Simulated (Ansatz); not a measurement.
## Ansatz (development build ahead of 0.2.0) run

```yaml
crystal:
  periodic: [false, false, false]
  atoms:
    - { symbol: C, position_ang: [0.00458, -0.04251, -0.79837] }
    - { symbol: C, position_ang: [0.02675, 0.63465, 0.51152] }
    - { symbol: C, position_ang: [-0.02139, -0.67256, 0.54589] }
    - { symbol: H, position_ang: [0.91028, -0.02128, -1.45681] }
    - { symbol: H, position_ang: [-0.94192, 0.01347, -1.5459] }
    - { symbol: H, position_ang: [0.02175, 1.56306, 1.01794] }
    - { symbol: H, position_ang: [-0.00483, -1.5365, 0.99996] }
basis:
  gaussian: { orbitals: STO-3G }
hamiltonian:
  xc: hf
correlation:
  method: mp2
  frozen_orbitals: { C: 1, H: 0 }
```

The input is written out in the form of the current development build from the run's settings.

Output:

| Quantity | Value |
| --- | --- |
| Converged | yes |
| Reference energy | -114.37578 hartree |
| Correlation energy | -0.18093 hartree |
| Total energy | -114.55671 hartree |
| Spin squared of the determinant | 0.000 |
